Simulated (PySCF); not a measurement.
# A diatomic session: MgF

What are the lowest state that PBE0 finds, the bond length, vibrational wavenumber and bond energy of MgF, and how much do these hang on the method?

Computed with PySCF 2.14.0. Level: Mg 3-21G, F 3-21G, no relativity.

### Step 1. Set-up

The job is set up so:

```yaml
atoms: Mg, F
charge: 0
basis: Mg 3-21G, F 3-21G
Hamiltonian: no relativity
basis_functions: 22
electrons_treated: 21
masses_in_u: 23.9850, 18.9984
levels: PBE0, PBE, r²SCAN, BHandHLYP, M06-L, TPSSh, CAM-B3LYP, HF, MP2, SCS-MP2, CCSD, CCSD(T)
grid: 80 radial by 434 angular points
occupations: held fixed by the projection of orbital angular momentum
dissociation_limit: Mg + F, each in its ground configuration
starting_distance_in_angstrom: 1.970
values_of_2S_to_try: 1, 3
```

On the command line:

```bash
OMP_NUM_THREADS=1 python dia.py task.json out
```

After this run come: PBE0 along the bond; Other states along the same grid; PBE; r²SCAN (meta-GGA); BHandHLYP; M06-L (meta-GGA); TPSSh; CAM-B3LYP; UHF (mean field); Correlated methods on the Hartree–Fock reference.

Before running it: what results should come out? Wanted: for each run, Re; ωe; De; μ.

The runs gave:

Lowest PBE0 solution found, without spin–orbit coupling: ²Σ⁺ (doublet), unpaired electrons σ ↑. The other levels ran on it alone.

```csv
level,Re (Å),ωe (cm⁻¹),De (eV),μ (D)
UHF,1.730,797,2.79,-2.80
UHF-MP2,1.747,771,3.67,n/a
UHF-SCS-MP2,1.747,771,3.49,n/a
UHF-CCSD,1.746,770,3.18,n/a
UHF-CCSD(T),1.750,761,3.24,n/a
PBE,1.769,712,4.37,-1.85
r²SCAN,1.754,743,4.37,-2.06
M06-L,1.763,730,4.21,-1.76
TPSSh,1.758,732,4.11,-2.02
PBE0,1.748,749,3.99,-2.22
BHandHLYP,1.732,779,3.58,-2.53
CAM-B3LYP,1.738,767,4.02,-2.24
```

De is counted to Mg + F in their ground configurations. A positive dipole means Mg(−)F(+).

Differences from CCSD(T) in the same basis:

```csv
level,Re (mÅ),ωe (%)
UHF,-21,+4.7
UHF-MP2,-3,+1.3
UHF-SCS-MP2,-4,+1.2
UHF-CCSD,-4,+1.1
PBE,+19,-6.5
r²SCAN,+4,-2.5
M06-L,+13,-4.1
TPSSh,+8,-3.9
PBE0,-2,-1.7
BHandHLYP,-18,+2.3
CAM-B3LYP,-12,+0.7
```

In words: Against CCSD(T) in the same basis, the bond length is nearest at PBE0 (-2 mÅ) and farthest at UHF (-21 mÅ); the wavenumber is nearest at CAM-B3LYP (+0.7 %) and farthest at PBE (-6.5 %). Hartree–Fock falls on the short and stiff side, its usual fault. PBE gives a bond that is too long and too soft, as GGAs tend to. CCSD(T) in a basis this small is itself some way from its limit, more so than the functionals. Of the levels with a De here, UHF gives the least (2.79 eV) and PBE the most (4.37 eV).

Correlated steps freeze 2 core orbitals. The basis is very small, so these numbers show the basis as much as the molecule.
